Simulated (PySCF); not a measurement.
Computed NMR parameters against published values

Cartesian coordinates in Å; atom numbers follow the order of the lines, from 1:
```xyz
5

N     1.8551    0.2640   -0.3757
C     0.7469    0.1004   -0.0981
N    -0.5184   -0.0862    0.2842
H    -1.1444    0.6794    0.0864
H    -0.9058   -0.9912    0.0650
```

[PySCF: coordinates at the PBE0-D3(BJ)/def2-TZVP level; shieldings: GIAO B97-2/pcSseg-2; gas phase; single conformer; fast rotation and ring inversion assumed for equivalent nuclei; non-relativistic Hamiltonian]

Reference values: measured (solution, CF3CH2OH, 308 K; M. Witanowski et al., J. Mol. Struct. 380 (1996) 133).
```csv
atoms,quantity,reference,computed,"computed, scaled"
N1,δ ¹⁵N vs neat liquid CH3NO2,-200.6,–,-170.9
N3,δ ¹⁵N vs neat liquid CH3NO2,-370.1,–,-367.3
```

Reference values: measured (solution, DMSO, 308 K; M. Witanowski et al., J. Mol. Struct. 380 (1996) 133).
```json
{"atoms": "N1", "quantity": "δ ¹⁵N vs neat liquid CH3NO2", "reference": "-187.6", "computed": "–", "computed, scaled": "-170.9"}
{"atoms": "N3", "quantity": "δ ¹⁵N vs neat liquid CH3NO2", "reference": "-364.4", "computed": "–", "computed, scaled": "-367.3"}
```

Computed shifts are σ(ref) − σ with the named reference compound (TMS for H and C) calculated as an isolated molecule at the same level. The measured values may be among those fitted. Shieldings were converted by a linear fit to measured shifts: ¹⁵N: δ = -149.27 − 0.914σ (rms 6.8 ppm, 34 shifts vs CH3NO2, solution or neat liquid). Occasional misses reach two or three times the rms, and more in compound classes unlike the fitted ones.

4 of the 22 published NMR values on file for this molecule are compared. The rest: values from further sources.
